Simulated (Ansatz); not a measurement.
**CH₂ClFO: one species, many methods**

How much do the methods differ for CH₂ClFO? The plan is to run it at one geometry with functionals of several rungs and with coupled cluster. The yardstick is the atomisation energy at the CCSD(T) limit.

Method: functionals in def2-TZVPP, the program's frozen cores in correlated methods; program: Ansatz 0.2.0, Gaussian basis.

Plan: LDA (SPW92), PBE-D4, revPBE-D4, BLYP-D4, r2SCAN-D4, B97M-V, PBE0-D4, B3LYP-D4, r2SCANh-D4, r2SCAN0-D4, HSE06-D4, BHLYP-D4, CAM-B3LYP-D4, LC-ωPBE, ωB97X-V, ωB97M-V, B2PLYP, PBE-QIDH; CCSD(T)/def2-SVP; CCSD(T)/def2-TZVPP; MP2/def2-QZVPP; extrapolation to the limit; RPA on PBE.

### Step 1. The relaxed structure

An earlier PBE0-D4 in a triple-zeta def2 set relaxation fixed the geometry.

SMILES `OC(F)Cl`, 6 atoms, charge 0, spin multiplicity 1.

Atoms are counted from 1 here; the program's logs count them from 0.

Bond lengths: O1–C2 1.346 Å, O1–H5 0.965 Å, C2–F3 1.357 Å, C2–Cl4 1.794 Å, C2–H6 1.088 Å. Angles: C2–O1–H5 109.3°, O1–C2–F3 111.5°, O1–C2–Cl4 112.4°, O1–C2–H6 109.1°, F3–C2–Cl4 106.8°, F3–C2–H6 109.3°, Cl4–C2–H6 107.6°.

### Step 2. LDA

This LDA is Slater exchange with PW92 correlation.

The input, in.yaml:

```yaml
crystal:
  periodic: [false, false, false]
  atoms:
    - {symbol: O, position_ang: [0.504013, 0.977058, -0.218336]}
    - {symbol: C, position_ang: [0.086605, -0.212692, 0.253836]}
    - {symbol: F, position_ang: [0.593105, -1.241066, -0.471904]}
    - {symbol: Cl, position_ang: [-1.699426, -0.378660, 0.209471]}
    - {symbol: H, position_ang: [0.156415, 1.106978, -1.109436]}
    - {symbol: H, position_ang: [0.401389, -0.315517, 1.290269]}
basis:
  gaussian: {orbitals: def2-TZVPP}
hamiltonian: {xc: lda}
output: {orbitals: {seedname: orbitals}}
```

Launch:

```
$ ansatz run in.yaml --threads 2 --pin off --events-out ev --progress --plain --max-ram 4352MiB
```

After this run come: PBE-D4 (GGA); revPBE-D4 (GGA); BLYP-D4 (GGA); r2SCAN-D4 (meta-GGA); B97M-V (meta-GGA); B3LYP-D4 (hybrid); r2SCANh-D4 (hybrid); r2SCAN0-D4 (hybrid); HSE06-D4 (hybrid); BHLYP-D4 (hybrid); CAM-B3LYP-D4 (range-separated); LC-ωPBE (range-separated); ωB97X-V (range-separated); ωB97M-V (range-separated); B2PLYP (double hybrid); PBE-QIDH (double hybrid); CCSD(T) in def2-SVP; CCSD(T) in def2-TZVPP; MP2 in def2-QZVPP; RPA on PBE orbitals.

Q: Predict the results of all the runs planned. Wanted: atomisation energy, CCSD(T)/CBS; farthest beyond LDA; mean size of error, GGA; mean size of error, meta-GGA; mean size of error, hybrid; mean size of error, range-separated; mean size of error, double hybrid; gap, smallest and largest; T1 diagnostic.

The runs gave:

| quantity | value |
| --- | --- |
| atomisation energy, CCSD(T)/CBS | 2144.1 kJ/mol |
| functionals within 10.7 kJ/mol (0.5 %) | revPBE-D4, BLYP-D4, B97M-V, PBE0-D4, HSE06-D4, CAM-B3LYP-D4, LC-ωPBE, ωB97X-V, ωB97M-V |
| farthest beyond LDA | BHLYP-D4 (-131.8 kJ/mol) |
| mean size of error, GGA | 34.6 kJ/mol |
| mean size of error, meta-GGA | 7.8 kJ/mol |
| mean size of error, hybrid | 39.3 kJ/mol |
| mean size of error, range-separated | 3.8 kJ/mol |
| mean size of error, double hybrid | 27.0 kJ/mol |
| gap, smallest and largest | 6.77 eV (BLYP-D4), 14.83 eV (LC-ωPBE) |
| T1 diagnostic | 0.0111 |
| triples share of the correlation energy | 3.6 % |

**Reading.** LDA overbinds by 443.1 kJ/mol (21 %). PBE-D4 misses by +90.1 kJ/mol. Double hybrids carry the basis error of their MP2 part in triple zeta, and no dispersion term here, so their miss is partly the set-up's. The rungs range-separated, meta-GGA miss on average by less than the doubt on the reference (10.7 kJ/mol), so they tie. The reference freezes the cores and leaves out relativity and excitations past (T), so misses under about 10.7 kJ/mol can't be ranked. Hartree-Fock recovers 66 % of the binding; the rest is correlation. CCSD(T) in def2-SVP is off by -142.9 kJ/mol, which most functionals beat. Orbital gaps span 6.8 to 14.8 eV; exact exchange widens them.
